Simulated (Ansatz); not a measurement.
Input and output for C₃H₅NO (`NC1(O)C=C1`).

```yaml
crystal:
  periodic: [false, false, false]
  atoms:
    - {symbol: N, position_ang: [-1.023555, -0.157237, -1.020360]}
    - {symbol: C, position_ang: [0.061843, -0.260484, 0.022008]}
    - {symbol: O, position_ang: [0.458558, -1.666944, 0.159549]}
    - {symbol: C, position_ang: [0.114608, 0.695263, 1.234691]}
    - {symbol: C, position_ang: [1.136372, 0.804350, 0.330119]}
    - {symbol: H, position_ang: [-1.399894, 0.833372, -1.078551]}
    - {symbol: H, position_ang: [-0.646092, -0.429991, -1.977822]}
    - {symbol: H, position_ang: [-0.391971, -2.208116, 0.073130]}
    - {symbol: H, position_ang: [-0.339813, 1.039340, 2.214618]}
    - {symbol: H, position_ang: [2.117201, 1.296686, 0.045767]}
basis:
  gaussian: {orbitals: "6-31G*"}
hamiltonian: {xc: {name: wB97M-V}, pseudopotentials: {relativity: none}}
```

```sh
$ ansatz run in.yaml --threads 2 --pin off --events-out ev --progress --plain --max-ram 4352MiB
```

Shortened log:

```
Functional definition: wB97M-V
1028 factors; their error is unknown
215 factors; integrals over basis functions are off by at most 5.1e-6 eV
mean field evaluation 1: about -6718.9606 eV, gradient 4.7e1 eV
mean field evaluation 2: about -6720.2384 eV, gradient 4.2e1 eV
mean field evaluation 4: about -6723.2882 eV, gradient 1.6e0 eV
mean field evaluation 8: about -6723.2976 eV, gradient 2.8e-2 eV
mean field evaluation 16: about -6723.2380 eV, gradient 2.4e-4 eV
mean field -6723.23798907 eV, -247.0744389240 hartree, gradient 3.9e-5 eV, S^2 0.000000; 0 other end points of the search recorded, 0 dependent functions left out
reference -6723.23801706 eV, -247.0744399524 hartree; 19, 19 occupied and 66, 66 virtual orbitals, 1028 factors
Total energy: -6723.23801706 eV, -247.0744399524 hartree
```

Hardware: 2 threads of an AMD EPYC 7B13 on a shared host. Wall time 3.4 s, peak host memory 0.47 GiB.
